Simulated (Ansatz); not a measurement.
```yaml
crystal:
  periodic: [false, false, false]
  atoms:
    - {symbol: Si, position_ang: [1.649615, 0.100224, 0.445514]}
    - {symbol: Si, position_ang: [-0.331568, -0.166249, -0.441538]}
    - {symbol: H, position_ang: [0.975572, 0.681410, 1.704558]}
    - {symbol: H, position_ang: [-1.707519, 0.136359, 0.100644]}
    - {symbol: H, position_ang: [-0.586100, -0.751745, -1.809187]}
basis:
  gaussian: {orbitals: def2-TZVP, fitting: {mean_field: cc-pVTZ-jkfit}}
total_charge: -1
magnetization: {spin_polarized: true, initial_magnetization: 2}
hamiltonian: {xc: {name: revPBE}, dispersion: d3bj}
output: {forces: true}
```

```sh
$ ansatz run in.yaml --threads 4 --pin off --events-out ev --progress --plain --max-ram 3916MiB
```

It prints (some lines left out):

```
Functional definition: revPBE
  name "revPBE"
  cite "Zhang & Yang, Phys. Rev. Lett. 80, 890 (1998) doi:10.1103/PhysRevLett.80.890"
  cite "Perdew, Burke & Ernzerhof, Phys. Rev. Lett. 77, 3865 (1996) doi:10.1103/PhysRevLett.77.3865"
  parameter kappa = 1.245
  parameter beta = 0.06672455060314922
  exchange = pbe_x(kappa = kappa, mu = beta*pi^2/3)
  correlation = pbe_c(beta = beta)
332 factors; integrals over basis functions are off by at most 2.3e-1 eV
mean field evaluation 1: about -15798.0328 eV, gradient 9.8e0 eV
mean field evaluation 2: about -15798.1866 eV, gradient 8.9e0 eV
mean field evaluation 4: about -15798.8361 eV, gradient 4.4e-1 eV
mean field evaluation 8: about -15798.8381 eV, gradient 2.5e-2 eV
mean field evaluation 16: about -15798.8381 eV, gradient 7.7e-5 eV
mean field -15798.83806151 eV, -580.5965899233 hartree, gradient 1.5e-5 eV, S^2 2.014088; 3 other end points of the search recorded, 0 dependent functions left out
the calculation of the forces begins
reference -15798.83810746 eV, -580.5965916121 hartree; 17, 15 occupied and 75, 77 virtual orbitals, 332 factors
Total energy: -15799.07859736 eV, -580.6054294527 hartree
Atom 0 at     1.649615     0.100224     0.445514 Å, force     2.869004     0.288604     1.084191 eV/Å
Atom 1 at    -0.331568    -0.166249    -0.441538 Å, force    -2.582320    -0.289231    -1.098208 eV/Å
Atom 2 at     0.975572     0.681410     1.704558 Å, force    -0.065872     0.056757     0.118224 eV/Å
Atom 3 at    -1.707519     0.136359     0.100644 Å, force    -0.205368     0.004174     0.013978 eV/Å
Atom 4 at    -0.586100    -0.751745    -1.809187 Å, force    -0.015445    -0.060303    -0.118185 eV/Å
Dipole moment:    -0.363525    -0.035993    -0.131311 e Å
```

It took 0.8 s on 4 threads of AMD EPYC 7B13 on a shared host.

The highest occupied level of an anion often lies above zero with these methods, and sets without diffuse functions describe the outer electron poorly.

The dipole of an ion depends on the origin.
